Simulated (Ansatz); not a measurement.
# CSO (singlet): wave-function methods side by side, cc-pV(D+d)Z

One table from this session's results is given with a row withheld; the runs are named, their logs left out.

Computed with Ansatz 0.2.0, Gaussian basis. Level: cc-pV(D+d)Z, core rule «outside noble gas», up to 7 orbitals frozen.

The runs, in order: UHF; CCSD(T) on RHF; BCCD(T) on RHF; CISD; CCSDT(Q) on RHF; CCSDTQ on RHF; CASSCF and MRCISD+Q, 16 electrons in 12 orbitals; CASSCF and NEVPT2, 16 electrons in 12 orbitals.

10 further runs of the same task are left out: 1 that didn't finish, 9 set aside as unsound or not needed.

**The system**

The geometry is an MP2(full)/6-31G* stationary point (not a proven minimum).

3 atoms, charge 0, spin multiplicity 1.

Atoms are counted from 1 here; the program's logs count them from 0.

Bond lengths: O1–C2 1.179 Å, C2–S3 1.565 Å. Angles: O1–C2–S3 180.0°.

The first run:

Contents of in.yaml:

```yaml
crystal:
  periodic: [false, false, false]
  atoms:
    - {symbol: O, position_ang: [0.000000, 0.000000, -1.307600]}
    - {symbol: C, position_ang: [0.000000, 0.000000, -0.128849]}
    - {symbol: S, position_ang: [0.000000, 0.000000, 1.436449]}
basis:
  gaussian: {orbitals: "cc-pV(D+d)Z.json"}
magnetization: {spin_polarized: true, initial_magnetization: 0}
hamiltonian: {xc: hf}
output: {orbitals: {seedname: orbitals}}
```

Started as:

```bash
ansatz run in.yaml --threads 1 --pin off --events-out ev --progress --plain --max-ram 3956MiB --backend cpu
```

Steps of the session up to this table: UHF; CCSD(T) on RHF; BCCD(T) on RHF; CISD; CCSDT(Q) on RHF; CCSDTQ on RHF; CASSCF and MRCISD+Q, 16 electrons in 12 orbitals; CASSCF and NEVPT2, 16 electrons in 12 orbitals.

One table of the session follows, with a row left open; its other results are not shown here.

It belongs to the step «Misses and costs». 

```
          method  from RCCSDTQ (meV)
             RHF                   ?
            RMP2              +782.6
            CISD             +1967.7
           RCCSD              +643.1
        RCCSD(T)               +67.4
         BCCD(T)               +57.7
          RCCSDT               +51.8
       RCCSDT(Q)                -7.5
         RCCSDTQ                   0
  CASSCF valence             +8305.8
  NEVPT2 valence             +1628.8
  MRCISD valence              +783.5
MRCISD+Q valence              +106.5
```

Estimate the missing values for RHF.

The run gave: from RCCSDTQ (meV): +12793.9. In the column «from RCCSDTQ (meV)» it is the highest.
